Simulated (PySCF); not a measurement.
# How the numerical set-up moves the result for Cl2

Which parts of the numerical set-up matter for Cl2? Each run edits the base script.

The runs use PySCF 2.14.0; each script names its method and basis.

## 1. The system as given

Cl2: 2 atoms, charge 0, spin multiplicity 1.

Bond lengths: Cl1–Cl2 1.746 Å.

## 2. Base script

input.py reads:

```python
from pyscf import gto, scf

mol = gto.M(
    atom='Cl 0 0 0; Cl 0 0 1.746',
    basis='jorge-dzp',
    charge=0,
    spin=0,
    verbose=4,
)
mf = scf.UHF(mol)
mf.kernel()
mf.nuc_grad_method().kernel()
mf.dip_moment()
print('orbital energies (hartree):', [e[max(0, n-3):n+3].round(4) for e, n in zip(mf.mo_energy, mol.nelec)])
```

Command:

```console
OMP_NUM_THREADS=1 python input.py
```

The log of this run is left out.

In short: E(SCF) = -918.925683 Eh, 8 cycles, μ = 0.00 D, gradient on the second atom -0.2251 Eh/bohr.

The bond length is a typed value, not an optimised one.

## 3. Cartesian functions on

Edit 1 changes Cartesian functions: off → on.

input.py reads:

```python
from pyscf import gto, scf

mol = gto.M(
    atom='Cl 0 0 0; Cl 0 0 1.746',
    basis='jorge-dzp',
    charge=0,
    spin=0,
    cart=True,
    verbose=4,
)
mf = scf.UHF(mol)
mf.kernel()
mf.nuc_grad_method().kernel()
mf.dip_moment()
print('orbital energies (hartree):', [e[max(0, n-3):n+3].round(4) for e, n in zip(mf.mo_energy, mol.nelec)])
```

Command:

```console
OMP_NUM_THREADS=1 python input.py
```

## 4. Density fitting def2-universal-jkfit

Edit 2 changes density fitting: none → def2-universal-jkfit.

input.py, as its differences from that of step 2:

```diff
@@ -10,2 +10,3 @@
 mf = scf.UHF(mol)
+mf = mf.density_fit(auxbasis='def2-universal-jkfit')
 mf.kernel()
```

## 5. X2c-tzvpall (X2C on)

Edit 3 changes basis set: jorge-dzp → x2c-tzvpall; spin-free X2C: off → on.

input.py, as its differences from that of step 2:

```diff
@@ -4,3 +4,3 @@
     atom='Cl 0 0 0; Cl 0 0 1.746',
-    basis='jorge-dzp',
+    basis='x2c-tzvpall',
     charge=0,
@@ -10,2 +10,3 @@
 mf = scf.UHF(mol)
+mf = mf.sfx2c1e()
 mf.kernel()
```

## 6. Density fitting cc-pvdz-jkfit

Edit 4 changes density fitting: none → cc-pvdz-jkfit.

input.py, as its differences from that of step 2:

```diff
@@ -10,2 +10,3 @@
 mf = scf.UHF(mol)
+mf = mf.density_fit(auxbasis='cc-pvdz-jkfit')
 mf.kernel()
```

What does the calculation give? Wanted: for each run, E(SCF); from base; gap.

The runs gave:

```
                                 run  E(SCF) (hartree)  from base (eV)  cycles  gap (eV)  functions
                                base       -918.925683               0       8     14.96         48
              Cartesian functions on       -918.928636         -0.0804       8     14.90         50
density fitting def2-universal-jkfit       -918.925575         +0.0029       8     14.96         48
                x2c-tzvpall (X2C on)       -921.771099  not comparable       9     14.80         74
       density fitting cc-pvdz-jkfit       -918.924996         +0.0187       8     14.96         48
```

What this shows: The largest comparable shift of the SCF energy, -0.080 eV, comes with the run “Cartesian functions on”. The dearest run is “x2c-tzvpall (X2C on)”, at 7.4 s against 2.4 s.
